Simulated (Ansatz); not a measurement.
Volume per atom of some elemental solids other than molecular ones

Method: PBE-D4 (plane waves, PAW; Ansatz, a first-principles code). References are measured values corrected to a static lattice. The table is a random draw of 8 from 14 solids with such references.

Values in Å³/atom.

```json
[
 {"solid": "hcp Y", "reference": "32.95¶", "PBE-D4": "31.95", "error (%)": "-3.0"},
 {"solid": "body-centred tetragonal In", "reference": "25.70¶", "PBE-D4": "26.07", "error (%)": "+1.4"},
 {"solid": "hcp Hf", "reference": "22.30¶", "PBE-D4": "22.22", "error (%)": "-0.4"},
 {"solid": "hcp Os", "reference": "13.85¶", "PBE-D4": "14.02", "error (%)": "+1.2"},
 {"solid": "hcp Tl", "reference": "27.99¶", "PBE-D4": "29.57", "error (%)": "+5.6"},
 {"solid": "hcp Co", "reference": "10.96¶", "PBE-D4": "10.57", "error (%)": "-3.6"},
 {"solid": "hcp Zn", "reference": "14.86¶", "PBE-D4": "14.54", "error (%)": "-2.2"},
 {"solid": "hcp Zr", "reference": "23.18¶", "PBE-D4": "23.04", "error (%)": "-0.6"}
]
```

Over these 8 solids the mean error is -0.2 %, the mean absolute error 2.3 % (median 1.8 %), and the worst case hcp Tl at +5.6 %; the value is too low in 5 of 8 cases. Over all 14, from unrounded values, the mean error is -0.3 % and the mean absolute error 1.9 % (median 1.8 %). Caveats on values not shown: a distance lies near a switch of the dispersion term, which can move the cell (1).

All these references are brought to a static lattice.

Spin–orbit coupling is left out, also for the solids with elements from indium on (body-centred tetragonal In, hcp Hf, hcp Os, hcp Tl); its size isn't shown.

¶ marks references of a special kind: hcp Y, 32.95 Å³/atom (measured, copied from a table, unchecked, extrapolated to 0 K and zero-point effects removed; as tabulated in Lejaeghere et al. (2013), arXiv:1204.2733); body-centred tetragonal In, 25.70 Å³/atom (measured, copied from a table, unchecked, extrapolated to 0 K and zero-point effects removed; as tabulated in Lejaeghere et al. (2013), arXiv:1204.2733); hcp Hf, 22.30 Å³/atom (measured, copied from a table, unchecked, extrapolated to 0 K and zero-point effects removed; as tabulated in Lejaeghere et al. (2013), arXiv:1204.2733); hcp Os, 13.85 Å³/atom (measured, copied from a table, unchecked, extrapolated to 0 K and zero-point effects removed; as tabulated in Lejaeghere et al. (2013), arXiv:1204.2733); hcp Tl, 27.99 Å³/atom (measured, copied from a table, unchecked, extrapolated to 0 K and zero-point effects removed; as tabulated in Lejaeghere et al. (2013), arXiv:1204.2733); hcp Co, 10.96 Å³/atom (measured, copied from a table, unchecked, extrapolated to 0 K and zero-point effects removed; as tabulated in Lejaeghere et al. (2013), arXiv:1204.2733); hcp Zn, 14.86 Å³/atom (measured, copied from a table, unchecked, extrapolated to 0 K and zero-point effects removed; as tabulated in Lejaeghere et al. (2013), arXiv:1204.2733); hcp Zr, 23.18 Å³/atom (measured, copied from a table, unchecked, extrapolated to 0 K and zero-point effects removed; as tabulated in Lejaeghere et al. (2013), arXiv:1204.2733).

Differences are worked out from the printed values.

Ansatz's density-functional and Hartree–Fock values are scalar-relativistic unless marked +SOC, with PAW data made under PBE.

Ansatz's runs of these crystals have no spin polarisation, but for hcp Co.

Density-functional runs with spin start from parallel moments for hcp Co.

Not in this set, of the elemental solids other than molecular ones with a reference value in our tables and a result at some level: 2 for a published cell of unstated conditions; 2 for a reference at room or unstated temperature; 2 for a cell known from the COD alone. These can be a level's best or worst cases. Solids without a released value at any level aren't counted. Cubic solids are told by their lattice constant and aren't counted here. Layered and molecular crystals are counted apart. The metals Ce to Yb are counted apart.

References as tabulated in Lejaeghere et al. (2013), arXiv:1204.2733.
